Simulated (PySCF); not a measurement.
**A complex of chloride and acetonitrile**

A gas-phase complex of chloride and acetonitrile; charge -1, singlet. The structure comes from a short search (a few tight-binding starts) and was relaxed by PBE0-D3(BJ)/def2-SVPD; another way of binding may lie lower. No frequency run checks that it is a minimum.

Parts: 1 = chloride ([Cl-]), atoms 1, charge -1; 2 = acetonitrile (CC#N), atoms 2–7.

```csv
atom,part,x (Å),y (Å),z (Å)
Cl1,1,-0.405,-0.720,0.150
C2,2,-0.660,-0.318,-3.143
C3,2,-0.852,0.957,-3.801
N4,2,-1.006,1.972,-4.339
H5,2,0.275,-0.780,-3.489
H6,2,-0.601,-0.236,-2.027
H7,2,-1.496,-0.990,-3.381
```

Contacts between parts, classed by geometry: H6···Cl1 2.239 Å (C–H hydrogen bond, 163°).

Interaction energies are complex less parts, with the parts frozen as they stand in it; counterpoise-corrected, in kcal/mol (PySCF). The CCSD(T) estimate is Hartree-Fock/aug-cc-pVTZ, plus the MP2 correlation part extrapolated as X⁻³ from aug-cc-pVDZ and aug-cc-pVTZ, plus CCSD(T) less MP2 in aug-cc-pVDZ; noble-gas cores are frozen. It isn't the exact limit.

Give the interaction energy at each level run.


| level | interaction | superposition error removed |
| --- | --- | --- |
| Hartree-Fock/aug-cc-pVTZ | -11.53 | - |
| MP2/aug-cc-pVTZ | -14.32 | -0.78 |
| CCSD(T), estimated basis limit | -14.39 | - |

What holds them together? Decompose the MP2/aug-cc-pVTZ energy: frozen parts, their antisymmetrised product, then relaxation.

electrostatic -18.7, Pauli repulsion +15.6, orbital relaxation -8.5, correlation -3.5 kcal/mol, which sum to the value before the counterpoise correction, the first three by Hartree-Fock. Of the attraction, 61 % is electrostatic, 28 % is orbital relaxation, 12 % is correlation.
